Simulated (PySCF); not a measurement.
# Vibration and rotation of SiN⁺

UHF-CCSD(T) constants of SiN⁺, ³Σ⁻ (triplet), unpaired electrons π ↑↑ (Si def2-SVP, N def2-SVP; no relativity (PySCF 2.14); masses 27.9769 and 14.0031 u):

| Property | Result |
| --- | --- |
| ωe | 762.6 cm⁻¹ |
| ωexe | 5.91 cm⁻¹ |
| Be | 0.55362 cm⁻¹ |
| αe | 0.00545 cm⁻¹ |
| D (centrifugal) | 1.17e-06 cm⁻¹ |
| De to Si⁺ + N | 1.90 eV |

(1) Give the vibrational terms G(v) and spacings up to v = 6.

(2) How well does the Morse estimate ωe²/(4ωexe) reproduce De, and what is D0?

Correlated steps freeze 6 core orbitals. Correlated levels converge slowly with the basis: in double zeta they bind strong bonds too weakly, by up to about 1 eV, and carry superposition errors of some tenths. For an ion De counts to the pair picked by the measured ionisation energies or electron affinities, which need not be the lowest pair at this level. The state is the lowest determinant that a PBE0 search found; another state may lie lower at other levels.

## Answers

(1) G(v) = ωe(v+½) − ωexe(v+½)².

```tsv
v	G(v) (cm⁻¹)	G(v) − G(v−1)	Bv (cm⁻¹)
0	380		0.5509
1	1131	751	0.5454
2	1870	739	0.5400
3	2597	727	0.5345
4	3312	715	0.5291
5	4016	704	0.5236
6	4707	692	0.5182
```

(2) It gives 3.05 eV, 161 % of the computed De. D0 = De − G(0) = 1.90 − 0.05 = 1.85 eV.
